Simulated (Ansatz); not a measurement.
# BH₂S+ (triplet): wave-function methods side by side, cc-pVDZ

One table from this session's results is given with a row withheld; the runs are named, their logs left out.

Computed with Ansatz 0.2.0, Gaussian basis. Level: cc-pVDZ, core rule «outside noble gas», up to 6 orbitals frozen.

To be run: UHF; CCSD(T) on ROHF; CCSD(T) on UHF; BCCD(T) on ROHF; CISD; CCSDT(Q) on ROHF; CCSDT(Q) on UHF; CCSDTQ on ROHF.

6 further runs of the same task are left out: 2 for a known fault of the program, 4 set aside as unsound or not needed.

**What is computed**

The geometry is a PBE0/def2-TZVP stationary point (not a proven minimum) of the parent state, kept for this charge and spin.

4 atoms, charge 1, spin multiplicity 3.

Atoms are counted from 1 here; the program's logs count them from 0.

Bond lengths: B1–S2 1.742 Å, B1–H3 1.189 Å, S2–H4 1.348 Å. Angles: S2–B1–H3 125.0°, B1–S2–H4 99.6°.

Coordinates:

```
B     0.0000   -0.2480    1.2487
S     0.0000    0.1020   -0.4577
H     0.0000    0.5695    2.1125
H     0.0000   -1.1553   -0.9447
```

The first run:

The input, in.yaml:

```yaml
crystal:
  periodic: [false, false, false]
  atoms:
    - {symbol: B, position_ang: [0.000000, -0.247959, 1.248665]}
    - {symbol: S, position_ang: [0.000000, 0.102017, -0.457708]}
    - {symbol: H, position_ang: [0.000000, 0.569475, 2.112516]}
    - {symbol: H, position_ang: [0.000000, -1.155317, -0.944703]}
basis:
  gaussian: {orbitals: cc-pVDZ}
total_charge: 1
magnetization: {spin_polarized: true, initial_magnetization: 2}
hamiltonian: {xc: hf}
output: {orbitals: {seedname: orbitals}}
```

On the command line:

```console
ansatz run in.yaml --threads 1 --pin off --events-out ev --progress --plain --max-ram 2816MiB --backend cpu
```

Among the steps run: UHF; CCSD(T) on ROHF; CCSD(T) on UHF; BCCD(T) on ROHF; CISD; CCSDT(Q) on ROHF; CCSDT(Q) on UHF; CCSDTQ on ROHF.

One table of the session follows, with a row left open; its other results are not shown here.

It belongs to the step «Misses and costs». 

| method | from RCCSDTQ (kcal/mol) |
| --- | --- |
| ROHF | +129.13 |
| UHF | +126.04 |
| RMP2 | ? |
| UMP2 | +25.33 |
| CISD | +11.34 |
| RCCSD | +3.80 |
| UCCSD | +3.73 |
| RCCSD(T) | +0.77 |
| UCCSD(T) | +0.76 |
| BCCD(T) | +0.76 |
| RCCSDT | +0.17 |
| UCCSDT | +0.16 |
| RCCSDT(Q) | +0.02 |
| UCCSDT(Q) | 0.00 |
| RCCSDTQ | 0 |

Estimate the missing values for RMP2.

The run gave: from RCCSDTQ (kcal/mol): +24.93. In the column «from RCCSDTQ (kcal/mol)» it lies between CISD (+11.34) and UMP2 (+25.33).

To keep in mind: Restricted and unrestricted rows rest on different reference determinants; where their highest levels disagree by more than a few hundredths of an eV, they describe different states and don't form one ladder.
